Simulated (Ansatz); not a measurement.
# Scan of [OH···H···H], doublet

Starting geometry:

```json
{"atom": "O", "x (Å)": "-0.1399", "y (Å)": "-0.0491", "z (Å)": "0.0000"}
{"atom": "H", "x (Å)": "-0.3893", "y (Å)": "0.8775", "z (Å)": "0.0000"}
{"atom": "H", "x (Å)": "0.8196", "y (Å)": "-0.0491", "z (Å)": "0.0000"}
{"atom": "H", "x (Å)": "1.7911", "y (Å)": "-0.0491", "z (Å)": "0.0000"}
```

From there H3 is moved from one fragment to the other while all else, the fragments' distance too, stays fixed; atoms are numbered as listed. Energies are in eV, counted from the starting geometry at the same level. Kohn–Sham curves are unrestricted where that lies lower.

Basis cc-pVTZ; Ansatz 0.2.0. Only valence electrons are correlated (noble-gas cores frozen). Prefix R: restricted or restricted open-shell reference; prefix U: unrestricted.

Full CI isn't at hand for all of this; UCCSDT(Q) serves as the reference, and is uncertain by about the last step of the cluster series.

```
distance O1-H3 (Å)  UCCSDT(Q)     PBE  r2SCAN    PBE0   B3LYP  r2SCANh  wB97M-V  B2PLYP  RPA-PBE
             0.960      0.000   0.000   0.000   0.000   0.000    0.000    0.000   0.000    0.000
             0.992      0.009  -0.029  -0.018  -0.007  -0.020   -0.011   -0.007  -0.003   -0.013
             1.057      0.106   0.003   0.033   0.059   0.019    0.051    0.055   0.071    0.036
             1.121      0.245   0.109   0.147   0.179   0.115    0.169    0.166   0.199    0.135
             1.186      0.407   0.282   0.310   0.344   0.256    0.329    0.312   0.361    0.275
```
